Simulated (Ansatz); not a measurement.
This geometry of ClH3Si + H2O (8 atoms, charge 0, multiplicity 1) is a first-order saddle point.

These are results of Ansatz 0.2.0, RKS PBE-D4/cc-pVDZ, not measurements.

```xyz
8
Properties=species:S:1:pos:R:3
Si -0.182 0.090 -0.120
Cl 0.010 0.692 2.268
H 1.122 -0.635 0.079
H -0.148 1.531 -0.522
H -0.771 -0.650 -1.325
O -1.923 -0.309 0.733
H -2.175 -1.256 0.660
H -1.589 -0.093 1.694
```

(1) Which two structures does it join? (They come from a converged band through this point; their orientation in space is the band's.)

(2) How far does it lie above each of them?

Results:

(1) Bonds broken: Si1–Cl2, O6–H8. Bonds formed: Si1–O6, Cl2–H8. ClH3Si + H2O becomes ClH + H4OSi.

Image 0:

```xyz
8
Properties=species:S:1:pos:R:3
Si 0.318 0.033 -0.062
Cl 0.307 -0.210 2.047
H 1.781 0.052 -0.424
H -0.315 1.342 -0.423
H -0.334 -1.156 -0.706
O -2.571 0.010 0.691
H -2.646 -0.961 0.784
H -2.198 0.259 1.562
```

Image 6:

```xyz
8
Properties=species:S:1:pos:R:3
Si -0.261 -0.067 -0.575
Cl -0.995 0.716 3.364
H 1.003 -0.781 -0.165
H -0.081 1.421 -0.542
H -0.689 -0.533 -1.945
O -1.540 -0.359 0.555
H -1.786 -1.302 0.634
H -1.308 0.274 2.140
```

(2) 16.2 kcal/mol above the first and 15.6 kcal/mol above the second. This is the barrier of this one path; another mechanism may lie lower. The orbitals stay closed-shell, which can raise the energy where a bond breaks towards radicals; this wasn't checked here.

Time of the run: 3.4 min on 1 thread of Arm Neoverse V1, with other jobs on the host, peak memory 0.12 GiB.
